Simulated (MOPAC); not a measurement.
MOPAC input (PM6):

```
PM6 PRECISE GNORM=0.05 LET XYZ CHARGE=1 GEO-OK AUX(PRECISION=9) THREADS=1
H5N2

N    -0.05626900 1    0.65864200 1   -0.00485000 1
N     0.02549400 1   -0.78015400 1   -0.08501700 1
H     0.30108200 1    1.08680800 1    0.86074600 1
H    -1.03733100 1    0.93250700 1   -0.12356100 1
H    -0.50516400 1   -1.17373000 1    0.68773700 1
H     1.00160900 1   -1.05003500 1    0.00449900 1
H     0.45522500 1    1.05503400 1   -0.80035300 1
```

Output:

```
 *******************************************************************************
 **                                                                           **
 **                              MOPAC v23.2.5                                **
 **                                                                           **
 *******************************************************************************
 ** MOPAC's Digital Object Identifier: https://doi.org/10.5281/zenodo.6511958 **
 **                                                                           **
 ** Please cite the open-source release paper for use of this MOPAC version:  **
 ** J. E. Moussa and J. J. P. Stewart (2026)                                  **
 ** MOPAC: An open-source semiempirical molecular orbital program             **
 ** J. Open Source Softw., 11(119), 8025, https://doi.org/10.21105/joss.08025 **
 *******************************************************************************

                              PM6 CALCULATION RESULTS

 *******************************************************************************
 *  PM6        - The PM6 Hamiltonian to be used
 *  GEO-OK     - OVERRIDE INTERATOMIC DISTANCE AND OTHER SAFETY CHECKS
 *
 *
 *
 *                 CHARGE ON SYSTEM = +1
 *
 *
 *
 *  LET        - OVERRIDE SOME SAFETY CHECKS
 *  PRECISE    - TIGHTER CRITERIA TO BE USED
 *  XYZ        - CARTESIAN COORDINATE SYSTEM TO BE USED
 *  GNORM      - EXIT WHEN GRADIENT NORM DROPS BELOW 0.050
 *  AUX        - OUTPUT AUXILIARY INFORMATION
 *******************************************************************************
PM6 PRECISE GNORM=0.05 LET XYZ CHARGE=1 GEO-OK AUX(PRECISION=9) THREADS=1
 H5N2

   ATOM   CHEMICAL          X               Y               Z
  NUMBER   SYMBOL      (ANGSTROMS)     (ANGSTROMS)     (ANGSTROMS)

     1       N         -0.05626900  *   0.65864200  *  -0.00485000  *
     2       N          0.02549400  *  -0.78015400  *  -0.08501700  *
     3       H          0.30108200  *   1.08680800  *   0.86074600  *
     4       H         -1.03733100  *   0.93250700  *  -0.12356100  *
     5       H         -0.50516400  *  -1.17373000  *   0.68773700  *
     6       H          1.00160900  *  -1.05003500  *   0.00449900  *
     7       H          0.45522500  *   1.05503400  *  -0.80035300  *

          CARTESIAN COORDINATES

    NO.       ATOM           X           Y           Z

     1         N         -0.0563      0.6586     -0.0049
     2         N          0.0255     -0.7802     -0.0850
     3         H          0.3011      1.0868      0.8607
     4         H         -1.0373      0.9325     -0.1236
     5         H         -0.5052     -1.1737      0.6877
     6         H          1.0016     -1.0500      0.0045
     7         H          0.4552      1.0550     -0.8004

 General Reference for PM6:
 "Optimization of Parameters for Semiempirical Methods V: Modification of NDDO Approximations
 and Application to 70 Elements", J. J. P. Stewart, J. Mol. Mod., 13, 1173-1213 (2007)
 URL: https://link.springer.com/article/10.1007/s00894-007-0233-4

           Empirical Formula: H5 N2  =     7 atoms

      MOLECULAR POINT GROUP   :   Cs

      RHF CALCULATION, NO. OF DOUBLY OCCUPIED LEVELS = 7

          Geometry optimization using EF

          DIAGONAL MATRIX USED AS START HESSIAN

 CYCLE:     1  GRAD.:    38.025 HEAT:  181.5287
 CYCLE:     2  GRAD.:    76.536 HEAT:  184.0691
 CYCLE:     3  GRAD.:    91.891 HEAT:  182.1505
 CYCLE:     4  GRAD.:   177.652 HEAT:  192.2424
 CYCLE:     5  GRAD.:    49.657 HEAT:  180.9473
 CYCLE:     6  GRAD.:   102.716 HEAT:  185.8812
 CYCLE:     7  GRAD.:    21.835 HEAT:  180.1684
 CYCLE:     8  GRAD.:    59.197 HEAT:  181.6436
 CYCLE:     9  GRAD.:     5.620 HEAT:  179.9533
 CYCLE:    10  GRAD.:     4.757 HEAT:  179.9523
 CYCLE:    11  GRAD.:     0.497 HEAT:  179.9364
 CYCLE:    12  GRAD.:     0.305 HEAT:  179.9363
 CYCLE:    13  GRAD.:     0.195 HEAT:  179.9363
 CYCLE:    14  GRAD.:     0.514 HEAT:  179.9363
 CYCLE:    15  GRAD.:     0.011 HEAT:  179.9363

     GRADIENT =  0.01084 IS LESS THAN CUTOFF =  0.05000

 -------------------------------------------------------------------------------
 PM6 PRECISE GNORM=0.05 LET XYZ CHARGE=1 GEO-OK AUX(PRECISION=9) THREADS=1
 H5N2

     GEOMETRY OPTIMISED USING EIGENVECTOR FOLLOWING (EF).
     SCF FIELD WAS ACHIEVED

                              PM6 CALCULATION
                                                       MOPAC v23.2.5 Linux

          FINAL HEAT OF FORMATION =        179.93626 KCAL/MOL =     752.85330 KJ/MOL

          COSMO AREA              =         69.76 SQUARE ANGSTROMS
          COSMO VOLUME            =         49.57 CUBIC ANGSTROMS

          GRADIENT NORM           =          0.01084          =       0.00410 PER ATOM
          IONIZATION POTENTIAL    =         16.771613 EV
          HOMO LUMO ENERGIES (EV) =        -16.772 -5.591
          NO. OF FILLED LEVELS    =          7
          MOLECULAR WEIGHT        =         33.0529         POINT GROUP:  Cs

          MOLECULAR DIMENSIONS (Angstroms)

            Atom       Atom       Distance
            H     7    H     5     2.91800
            H     6    H     4     2.74729
            H     3    N     2     1.65629

          SCF CALCULATIONS        =         16

   ATOM   CHEMICAL          X               Y               Z
  NUMBER   SYMBOL      (ANGSTROMS)     (ANGSTROMS)     (ANGSTROMS)

     1       N         -0.05721212  *   0.67280340  *  -0.00435923  *
     2       N          0.03024044  *  -0.77815859  *  -0.07418605  *
     3       H          0.29988577  *   1.12265460  *   0.86459426  *
     4       H         -1.06317029  *   0.94153843  *  -0.12968149  *
     5       H         -0.51198383  *  -1.23294785  *   0.68269682  *
     6       H          1.01029432  *  -1.10798310  *  -0.00756989  *
     7       H          0.46621680  *   1.06709167  *  -0.82317748  *

                             CARTESIAN COORDINATES

   1    N       -0.057212119     0.672803398    -0.004359226
   2    N        0.030240439    -0.778158590    -0.074186046
   3    H        0.299885773     1.122654595     0.864594262
   4    H       -1.063170286     0.941538427    -0.129681494
   5    H       -0.511983834    -1.232947853     0.682696821
   6    H        1.010294320    -1.107983098    -0.007569887
   7    H        0.466216798     1.067091668    -0.823177482

           Empirical Formula: H5 N2  =     7 atoms

      MOLECULAR POINT GROUP   :   Cs

                  EIGENVALUES
 -41.25950 -34.50243 -25.80236 -25.43138 -23.97165 -21.43411 -16.77161  -5.59102
  -3.27254  -1.79680  -1.79041  -0.70761   0.09756

              NET ATOMIC CHARGES AND DIPOLE CONTRIBUTIONS

  ATOM NO.   TYPE          CHARGE      No. of ELECS.   s-Pop       p-Pop
    1          N           0.052040        4.9480     1.38172     3.56624
    2          N          -0.396723        5.3967     1.62445     3.77227
    3          H           0.239046        0.7610     0.76095
    4          H           0.280705        0.7193     0.71929
    5          H           0.272110        0.7279     0.72789
    6          H           0.272112        0.7279     0.72789
    7          H           0.280709        0.7193     0.71929
 DIPOLE           X         Y         Z       TOTAL
 POINT-CHG.     0.144     2.687     0.805     2.809
 HYBRID         0.431     0.289     1.003     1.129
 SUM            0.575     2.976     1.808     3.529

          ATOMIC ORBITAL ELECTRON POPULATIONS

     Atom    s        px        py        pz
    1  N   1.38172   1.25322   1.08330   1.22972
    2  N   1.62445   1.30875   0.88042   1.58310
    3  H   0.76095
    4  H   0.71929
    5  H   0.72789
    6  H   0.72789
    7  H   0.71929

 **********************
 *                    *
 * JOB ENDED NORMALLY *
 *                    *
 **********************

 == MOPAC DONE ==
```

The dipole moment of an ion depends on the origin.

The geometry given is a B3LYP-D3(BJ)/def2-TZVP minimum.
